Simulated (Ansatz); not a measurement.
**SiCF (doublet): the correlation ladder, def2-TZVPP**

One table from this session's results is given with a row withheld; the runs are named, their logs left out.

Computed with Ansatz 0.2.0, Gaussian basis. Level: def2-TZVPP, core rule «outside noble gas», up to 7 orbitals frozen.

Plan: UHF; ROHF; CCSD(T) on UHF.

2 further runs of the same task are left out: 2 set aside as unsound or not needed.

## The system

The geometry is a PBE0/def2-TZVP stationary point (not a proven minimum).

3 atoms, charge 0, spin multiplicity 2.

Atoms are counted from 1 here; the program's logs count them from 0.

Bond lengths: C1–Si2 1.730 Å, Si2–F3 1.588 Å. Angles: C1–Si2–F3 180.0°.

The first run:

Contents of in.yaml:

```yaml
crystal:
  periodic: [false, false, false]
  atoms:
    - {symbol: C, position_ang: [0.000000, 0.000000, 1.682800]}
    - {symbol: Si, position_ang: [0.000000, 0.000000, -0.047400]}
    - {symbol: F, position_ang: [0.000000, 0.000000, -1.635400]}
basis:
  gaussian: {orbitals: def2-TZVPP}
magnetization: {spin_polarized: true, initial_magnetization: 1}
hamiltonian: {xc: hf}
output: {orbitals: {seedname: orbitals}}
```

Command:

```
ansatz run in.yaml --threads 1 --pin off --events-out ev --progress --plain --max-ram 4096MiB --backend cpu
```

Steps of the session up to this table: UHF; ROHF; CCSD(T) on UHF.

One table of the session follows, with a row left open; its other results are not shown here.

| method | from UCCSD(T) (meV) |
| --- | --- |
| ROHF | +14546.7 |
| UMP2 | ? |
| UCCSD | +726.1 |
| UCCSD(T) | 0 |

**Question.** Estimate the row for UMP2.

As computed: from UCCSD(T) (meV): +2040.5. In the column «from UCCSD(T) (meV)» it lies between UCCSD (+726.1) and ROHF (+14546.7).

Left out of the table: UHF (another determinant or state than the rows shown).

With the free atoms at the same levels and basis (separate runs), the atomisation energy is 8.347 eV at UCCSD(T), 4.481 eV at ROHF.

Caveats from the session: The determinant is far from a pure spin state, so its energy mixes those of several spin states (harmless only where they are near-degenerate, as at dissociation). Warnings: spin contamination; coupled cluster took another determinant than the lowest.
